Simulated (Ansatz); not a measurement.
Basis-set extrapolation for C5H5N, SMILES `C=C/C=C/C#N` (PBE0-D4/def2-TZVP geometry, frozen core, the Gaussian-basis code of Ansatz). Multiplicity 1, RHF reference.

|  | def2-TZVPP | def2-QZVPP |
| --- | --- | --- |
| HF | -246.749431 | -246.759650 |
| MP2 correlation | -0.967799 | -1.030109 |
| CCSD(T) correlation | -1.047103 | not run |

Energies in hartree. Use E(X) = E(∞) + A·exp(−7.88·√X) for Hartree–Fock and E(X) = E(∞) + B·X^(−2.97) for correlation, with X = 3 and 4, and add CCSD(T) minus MP2 of the smaller set to the MP2 limit.

Task: What is the CCSD(T) energy at the basis-set limit?

Result: HF limit: -246.759650 + (-0.010219) × 0.13774 = -246.76106. MP2 limit: -1.030109 + (-0.062310) × 0.74074 = -1.07626. Higher-order term: -1.047103 − (-0.967799) = -0.07930. Total: -247.91662 hartree, 3.27 eV below CCSD(T)/def2-TZVPP.
